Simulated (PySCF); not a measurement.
Compound: 1-fluorobutane, C4H9F.
Z-matrix (Å and degrees, PBE0-D3(BJ)/def2-SVP geometry), rows numbered from 1:
```
C 
C   1  1.5197
C   2  1.5225  1  113.27
C   3  1.5098  2  113.49  1   177.71
F   4  1.3764  3  110.42  2   -60.54
H   1  1.1022  2  111.44  3    59.79
H   1  1.1019  2  111.21  3   -59.89
H   1  1.1003  2  111.57  3  -179.95
H   2  1.1021  1  110.08  3   121.55
H   2  1.1048  1  109.81  3  -122.24
H   3  1.1045  2  110.33  1   -60.66
H   3  1.1042  2  109.75  1    56.07
H   4  1.1036  3  111.08  2   179.40
H   4  1.1051  3  110.91  2    59.10
```

Computed with PySCF 2.14.0, PBE0-D3(BJ)/def2-SVP geometry optimisation, gas phase.

Take the most abundant isotopes and a rigid rotor. The values belong to one conformer with, in the numbering `[CH3:1][CH2:2][CH2:3][CH2:4][F:5]`, C1–C2–C3–C4 178°, C2–C3–C4–F5 -61°.

(1) What are A, B and C (GHz)?

(2) Classify the top.

(3) What does the inertial defect say?

(4) Where do the levels up to J = 5 lie, in MHz?

(5) Which lines would a microwave search look for?

(6) Estimate the classical rotational partition function at 10 K, 25 K and 500 K.

## Answers

(1) Ia = 40.21, Ib = 213.92, Ic = 232.33 u·Å²; 505379 MHz·u·Å²/I gives 12568, 2362 and 2175 MHz, that is A = 12.568, B = 2.3625, C = 2.1753 GHz.

(2) A near-prolate asymmetric top. Ray's parameter κ = (2B − A − C)/(A − C) = -0.964; −1 is the prolate and +1 the oblate limit.

(3) Not planar: Δ = Ic − Ia − Ib = -21.80 u·Å². For a rigid frame Δ = −2 Σ m c², so Σ m c² = 10.90 u·Å² lies off the ab plane: 7.40 from hydrogen and 3.50 from heavier atoms. The atom farthest from that plane is 1.46 Å away.

(4) Above 0(0,0):
J = 1: 1(0,1) 4538, 1(1,1) 14743, 1(1,0) 14930
J = 2: 2(0,2) 13611, 2(1,2) 23631, 2(1,1) 24193, 2(2,1) 54810, 2(2,0) 54812
J = 3: 3(0,3) 27214, 3(1,3) 36962, 3(1,2) 38086, 3(2,2) 68423, 3(2,1) 68436, 3(3,1) 119920, 3(3,0) 119920
J = 4: 4(0,4) 45339, 4(1,4) 54734, 4(1,3) 56606, 4(2,3) 86572, 4(2,2) 86610, 4(3,2) 138076, 4(3,1) 138076, 4(4,1) 210165, 4(4,0) 210165
J = 5: 5(0,5) 67977, 5(1,5) 76943, 5(1,4) 79751, 5(2,4) 109255, 5(2,3) 109344, 5(3,3) 160773, 5(3,2) 160774, 5(4,2) 232860, 5(4,1) 232860, 5(5,1) 325546, 5(5,0) 325546
Those of J = 1 are B + C, A + C and A + B.

(5) The dipole components are |μa| = 0.80 D, |μb| = 1.39 D, |μc| = 0.40 D. Intensities carry the squares of the components, which stand as 0.33 : 1.00 : 0.08 (a : b : c). Some lines, for components of 0.1 D or more:

```json
{"type": "a", "branch": "Q", "J(Ka,Kc)": "2(1,1) ← 2(1,2)", "MHz": "562", "lower level (cm⁻¹)": "0.788"}
{"type": "a", "branch": "R", "J(Ka,Kc)": "2(1,1) ← 1(1,0)", "MHz": "9263", "lower level (cm⁻¹)": "0.498"}
{"type": "c", "branch": "Q", "J(Ka,Kc)": "1(1,1) ← 1(0,1)", "MHz": "10206", "lower level (cm⁻¹)": "0.151"}
{"type": "a", "branch": "R", "J(Ka,Kc)": "3(0,3) ← 2(0,2)", "MHz": "13603", "lower level (cm⁻¹)": "0.454"}
{"type": "a", "branch": "R", "J(Ka,Kc)": "3(1,2) ← 2(1,1)", "MHz": "13892", "lower level (cm⁻¹)": "0.807"}
{"type": "b", "branch": "Q", "J(Ka,Kc)": "3(2,1) ← 3(1,2)", "MHz": "30350", "lower level (cm⁻¹)": "1.270"}
{"type": "c", "branch": "Q", "J(Ka,Kc)": "2(2,1) ← 2(1,1)", "MHz": "30617", "lower level (cm⁻¹)": "0.807"}
{"type": "b", "branch": "R", "J(Ka,Kc)": "3(2,2) ← 2(1,1)", "MHz": "44230", "lower level (cm⁻¹)": "0.807"}
{"type": "c", "branch": "R", "J(Ka,Kc)": "3(2,1) ← 2(1,1)", "MHz": "44242", "lower level (cm⁻¹)": "0.807"}
{"type": "b", "branch": "R", "J(Ka,Kc)": "3(2,1) ← 2(1,2)", "MHz": "44804", "lower level (cm⁻¹)": "0.788"}
{"type": "b", "branch": "Q", "J(Ka,Kc)": "3(3,1) ← 3(2,2)", "MHz": "51497", "lower level (cm⁻¹)": "2.282"}
{"type": "b", "branch": "R", "J(Ka,Kc)": "3(3,1) ← 2(2,0)", "MHz": "65108", "lower level (cm⁻¹)": "1.828"}
{"type": "c", "branch": "R", "J(Ka,Kc)": "3(3,0) ← 2(2,0)", "MHz": "65108", "lower level (cm⁻¹)": "1.828"}
```

(6) Point group C1, symmetry number σ = 1; q = (√π/σ)·√((kT/h)³/(ABC)), k/h = 20836.6 MHz/K: 663 at 10 K, 2620 at 25 K, 235000 at 500 K.

Stationary, but not proved a minimum. These are rigid-rotor constants of the computed structure; measured ground-state constants (B0) also hold zero-point vibration. A rigid rotor knows nothing of internal rotation, which can split or shift real lines.
